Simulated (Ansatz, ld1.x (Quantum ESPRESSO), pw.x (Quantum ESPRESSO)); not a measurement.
## pw.x on fcc Mg: one setting changed

Potential: norm-conserving Troullier–Martins (Kleinman–Bylander form), ld1.x (Quantum ESPRESSO) 7.5, PBEsol; core [Ne], reference 3s2 3p0; waves: 3s (bound): rc 2.60 bohr; 3p (bound, empty): rc 3.70 bohr; 3d channel at -0.05 Ry: rc 3.85 bohr; local part: the d channel; core correction: none.

The reference run (k-mesh 13³, cutoffs 35/140 Ry, Fermi–Dirac 0.01 Ry, mixing_beta 0.4, conv_thr 1e-9, no spin) gives 0.11 GPa at 22.729 Å³/atom, where all-electron LAPW gives -0.03 GPa. This run, with its own iteration cap, changes degauss to 0.005.

```
&control
  calculation='scf', prefix='x', pseudo_dir='./', outdir='./tmp', tstress=.true., disk_io='none'
/
&system
  ibrav=0, nat=1, ntyp=1, ecutwfc=35, ecutrho=140, nbnd=8,
  occupations='smearing', smearing='fd', degauss=0.005
/
&electrons
  conv_thr=1e-09, mixing_beta=0.4, electron_maxstep=50
/
ATOMIC_SPECIES
Mg 1.0 Mg.UPF
CELL_PARAMETERS angstrom
  0.00000000 2.24827852 2.24827852
  2.24827852 0.00000000 2.24827852
  2.24827852 2.24827852 0.00000000
ATOMIC_POSITIONS crystal
Mg 0.0000 0.0000 0.0000
K_POINTS automatic
13 13 13 0 0 0
```

```bash
pw.x < Mg.scf.in > Mg.scf.out
```

How does the run end?

It converges in 6 iterations; the free energy moves by +10.1 meV/atom and the pressure by -0.05 GPa. In a metal, with Fermi–Dirac smearing, F lies below its zero-width value by a term in the square of the width.

```
Message from routine setup:
     using ibrav=0 with symmetry is DISCOURAGED, use correct ibrav instead
     lattice parameter (alat)  =       6.0085  a.u.
     unit-cell volume          =     153.3829 (a.u.)^3
     number of electrons       =         2.00
     number of Kohn-Sham states=            8
     kinetic-energy cutoff     =      35.0000  Ry
     charge density cutoff     =     140.0000  Ry
     scf convergence threshold =      1.0E-09
     Exchange-correlation= PBESOL
     number of k points=    84  Fermi-Dirac smearing, width (Ry)=  0.0050
     iteration #  1     ecut=    35.00 Ry     beta= 0.40
     total energy              =      -1.77274689 Ry
     estimated scf accuracy    <       0.00347649 Ry
     iteration #  2     ecut=    35.00 Ry     beta= 0.40
     total energy              =      -1.77289880 Ry
     estimated scf accuracy    <       0.00122950 Ry
     iteration #  3     ecut=    35.00 Ry     beta= 0.40
     total energy              =      -1.77292682 Ry
     estimated scf accuracy    <       0.00000151 Ry
     iteration #  4     ecut=    35.00 Ry     beta= 0.40
     total energy              =      -1.77292780 Ry
     estimated scf accuracy    <       0.00000052 Ry
     iteration #  5     ecut=    35.00 Ry     beta= 0.40
     total energy              =      -1.77292786 Ry
     estimated scf accuracy    <          6.6E-09 Ry
     iteration #  6     ecut=    35.00 Ry     beta= 0.40
     the Fermi energy is     3.6297 ev
!    total energy              =      -1.77292787 Ry
     estimated scf accuracy    <          2.9E-10 Ry
     smearing contrib. (-TS)   =      -0.00047667 Ry
     The total energy is F=E-TS. E is the sum of the following terms:
     one-electron contribution =       1.23973302 Ry
     hartree contribution      =       0.00413893 Ry
     xc contribution           =      -0.85804555 Ry
     ewald contribution        =      -2.15827760 Ry
     convergence has been achieved in   6 iterations
          total   stress  (Ry/bohr**3)                   (kbar)     P=        0.53
     Message from routine punch:
     Nothing written, as per user request (disk_io='none')
```

The run took about 3 s on one core of a shared host (Neoverse-V2, 96 threads, 742 GiB, load 43).
